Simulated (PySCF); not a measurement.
Molecule: 2-Butanone (SMILES CCC(C)=O).

Geometry (Å), atoms numbered from 1 in this order:
```xyz
13

C    -1.8214   -0.1245    0.8404
C    -0.4456   -0.5546    0.3742
C     0.4901    0.6064    0.1007
C     1.8957    0.2521   -0.3218
O     0.1288    1.7533    0.2127
H    -2.4640   -0.9952    1.0360
H    -1.7545    0.4719    1.7616
H    -2.3113    0.5066    0.0854
H    -0.5025   -1.1554   -0.5520
H     0.0444   -1.2192    1.1082
H     2.3902   -0.3510    0.4561
H     1.8796   -0.3595   -1.2378
H     2.4708    1.1691   -0.4995
```

Spin–spin couplings on one PBE0-D3(BJ)/def2-SVP geometry, PySCF 2.14.0 with density-fitted response routines, gas phase, non-relativistic, equivalent pairs averaged (without the spin–dipole term); isotopes ¹H, ¹³C; basis pcJ-1.

Reference values (Hz): ³J(H9,H6) = 7.4 (measured; liquid or solution (compiled); DeVience et al., arXiv:2103.01289 (literature column, mostly SDBS)); ²J(C4,C2) = 15.2 (measured; liquid or solution; F. J. Weigert, PhD thesis, Caltech 1968 (Carbon-13 magnetic resonance spectroscopy)).

Q: How do the couplings (Hz) change with the functional? Times are CPU seconds on shared hosts with different chips, so compare them loosely.

A: 
```
functional  functions  ³J(H9,H6)  ²J(C4,C2)  mean abs. error  core-s
        HF        215       10.7       11.9              3.3      11
       LDA        215        5.9       17.6              1.9      11
       PBE        215        7.3       18.8              1.9      17
       KT2        215        9.3       17.7              2.2      16
     B3LYP        215        8.1       17.4              1.4      14
      PBE0        215        7.6       16.4              0.7      16
     B97-2        215        7.1       16.6              0.9      15
 BHandHLYP        215        8.8       15.6              0.9      22
 CAM-B3LYP        215        8.2       16.5              1.0      21
```

Errors compare magnitudes, without vibrational corrections, and the largest couplings weigh most in the mean. Closest: PBE0 and B97-2, practically level; furthest: HF.
